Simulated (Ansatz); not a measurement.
C₃H₃NS, SMILES `N=C1C=CS1` from Hartree–Fock to CCSD(T)

```xyz
8

N     1.5800    1.1383    0.1469
C     0.6025    0.3672    0.1727
C    -0.4811    0.0675   -0.7684
C    -1.1124   -0.8482   -0.0218
S    -0.0637   -0.8548    1.4074
H     2.1513    1.0990    0.9877
H    -0.6772    0.4772   -1.7491
H    -1.9994   -1.4463   -0.1755
```

Total charge 0; spin multiplicity 1. Geometry: relaxed with PBE0-D4/def2-TZVP. It is one conformer, not always the lowest. Frozen core, restricted reference, Ansatz. CBS rows extrapolate triple and quadruple zeta; past MP2 they add the triple-zeta difference.

```csv
basis,HF (Eh),MP2 corr.
def2-SVP,-566.99566,-0.67547
def2-TZVPP,-567.33378,-0.83649
def2-QZVPP,-567.35230,-0.89573
```

Question: Estimate the CCSD correlation energy and the (T) correction in each basis where they were run (hartree).

Answer: 
```json
{"basis": "def2-SVP", "CCSD corr.": "-0.70994", "(T)": "-0.03070"}
{"basis": "def2-TZVPP", "CCSD corr.": "-0.86156", "(T)": "-0.04750"}
{"basis": "CBS(def2)", "CCSD corr.": "-0.96468", "(T)": "as TZ"}
```
